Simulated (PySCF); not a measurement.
CH3 (charge -1).
SMILES: `[CH3-]`

Level of theory: PBE0-D3(BJ)/def2-SVP geometry optimisation, gas phase (PySCF).

Take the most abundant isotopes and a rigid rotor. 

**Question.** What are A, B and C (MHz)?

**Answer.** Ia = 2.21, Ib = 2.21, Ic = 3.03 u·Å²; 505379 MHz·u·Å²/I gives A = 228961, B = 228959, C = 166616 MHz.

**Question.** Classify the top.

**Answer.** An oblate symmetric top, as the point group C3v requires two equal moments; the computed ones differ by 0.00 % because the geometry is symmetric only within the optimiser's tolerance; Ray's κ = 1.000.

**Question.** What does the inertial defect say?

**Answer.** Not planar: Δ = Ic − Ia − Ib = -1.38 u·Å². For a rigid frame Δ = −2 Σ m c², so Σ m c² = 0.69 u·Å² lies off the ab plane: 0.55 from hydrogen and 0.14 from heavier atoms. The atom farthest from that plane is 0.43 Å away.

**Question.** Give the other two planar moments, Paa and Pbb, and the rms extents of the mass along the axes.

**Answer.** Paa = Σ m a² = (Ib + Ic − Ia)/2 = 1.52 and Pbb = Σ m b² = (Ia + Ic − Ib)/2 = 1.52 u·Å². With the mass M = 15.02 u, the rms extents √(P/M) along a, b and c are 0.32, 0.32, 0.21 Å.

**Question.** Where do the R-branch lines fall?

**Answer.** The dipole of 1.47 D (about the centre of mass, as the species is charged) lies along the symmetry axis, so ΔK = 0 and J+1 ← J falls at 2B(J+1) for every K: 457.92 GHz, 915.84 GHz, 1373.76 GHz, 1831.68 GHz, 2289.60 GHz for J = 0 to 4.

No frequency check. The geometry's basis has no diffuse functions, a weakness for an anion. No vibrational averaging or centrifugal distortion is included, and the geometry carries the error of its method.
